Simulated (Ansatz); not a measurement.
# C5H6: a ladder of functionals and wavefunction methods

One table from this session's results is given with a row withheld; the runs are named, their logs left out.

The runs use Ansatz 0.2.0, Gaussian basis; functionals in def2-TZVPP, the program's frozen cores in correlated methods.

The runs, in order: LDA (SPW92), PBE-D4, revPBE-D4, BLYP-D4, r2SCAN-D4, B97M-V, PBE0-D4, B3LYP-D4, r2SCANh-D4, r2SCAN0-D4, HSE06-D4, BHLYP-D4, CAM-B3LYP-D4, LC-ωPBE, ωB97X-V, ωB97M-V, B2PLYP, PBE-QIDH; CCSD(T)/def2-SVP; CCSD(T)/def2-TZVPP; MP2/def2-QZVPP; extrapolation to the limit; RPA on PBE.

**The relaxed structure**

The geometry comes from an earlier relaxation with PBE0-D4 in a triple-zeta def2 set; it is a stationary point, not always the lowest conformer.

SMILES `C1=C[C@H]2C[C@@H]12`, 11 atoms, charge 0, spin multiplicity 1.

Atoms are counted from 1 here; the program's logs count them from 0.

Bond lengths: C1–C2 1.337 Å, C1–C5 1.511 Å, C1–H6 1.083 Å, C2–C3 1.511 Å, C2–H7 1.083 Å, C3–C4 1.507 Å, C3–C5 1.512 Å, C3–H8 1.081 Å, C4–C5 1.507 Å, C4–H9 1.085 Å, C4–H10 1.087 Å, C5–H11 1.081 Å. Angles: C2–C1–C5 93.3°, C2–C1–H6 133.9°, C5–C1–H6 132.0°, C1–C2–C3 93.3°, C1–C2–H7 133.9°, C3–C2–H7 132.0°, C2–C3–C4 109.1°, C2–C3–C5 86.7°, C2–C3–H8 127.7°, C4–C3–C5 59.9°, C4–C3–H8 122.2°, C5–C3–H8 126.1°, C3–C4–C5 60.2°, C3–C4–H9 119.2°, C3–C4–H10 116.0°, C5–C4–H9 119.2°, C5–C4–H10 116.0°, H9–C4–H10 115.3° and more.

Set-up of the first run:

in.yaml reads:

```yaml
crystal:
  periodic: [false, false, false]
  atoms:
    - {symbol: C, position_ang: [-0.775476, 0.257736, -1.077605]}
    - {symbol: C, position_ang: [-0.823309, -0.948181, -0.502264]}
    - {symbol: C, position_ang: [0.469564, -0.737174, 0.251209]}
    - {symbol: C, position_ang: [0.353270, 0.507687, 1.093197]}
    - {symbol: C, position_ang: [0.523777, 0.626767, -0.399767]}
    - {symbol: H, position_ang: [-1.478169, 0.838956, -1.662661]}
    - {symbol: H, position_ang: [-1.579762, -1.721425, -0.441036]}
    - {symbol: H, position_ang: [1.295506, -1.427616, 0.353453]}
    - {symbol: H, position_ang: [-0.604662, 0.757881, 1.537653]}
    - {symbol: H, position_ang: [1.223870, 0.759772, 1.693818]}
    - {symbol: H, position_ang: [1.395381, 1.085606, -0.845998]}
basis:
  gaussian: {orbitals: def2-TZVPP}
hamiltonian: {xc: lda}
output: {orbitals: {seedname: orbitals}}
```

On the command line:

```console
$ ansatz run in.yaml --threads 4 --pin off --events-out ev --progress --plain --max-ram 10444MiB
```

Among the steps run: LDA; PBE-D4 (GGA); revPBE-D4 (GGA); BLYP-D4 (GGA); r2SCAN-D4 (meta-GGA); B97M-V (meta-GGA); B3LYP-D4 (hybrid); r2SCANh-D4 (hybrid); r2SCAN0-D4 (hybrid); HSE06-D4 (hybrid); BHLYP-D4 (hybrid); CAM-B3LYP-D4 (range-separated); LC-ωPBE (range-separated); ωB97X-V (range-separated); ωB97M-V (range-separated); B2PLYP (double hybrid); PBE-QIDH (double hybrid).

One of the session's tables, all rows but one given; the rest of the session is left out.

It belongs to the step «Frontier levels by functional». 

```
  functional  HOMO (eV)  gap (eV)
 LDA (SPW92)      -5.47      4.17
      PBE-D4      -5.29      4.22
   revPBE-D4      -5.22      4.24
     BLYP-D4      -5.14      4.21
   r2SCAN-D4      -5.42      4.56
      B97M-V          ?         ?
     PBE0-D4      -6.39      6.35
    B3LYP-D4      -6.18      5.91
  r2SCANh-D4      -5.85      5.36
  r2SCAN0-D4      -6.48      6.55
    HSE06-D4      -5.99      5.56
    BHLYP-D4      -7.35      8.43
CAM-B3LYP-D4      -7.72      8.84
     LC-ωPBE      -9.10     11.39
     ωB97X-V      -8.71     10.93
     ωB97M-V      -8.63     10.72
```

**Question.** Estimate the row for B97M-V.

The run gave: HOMO (eV): -5.47; gap (eV): 4.68.
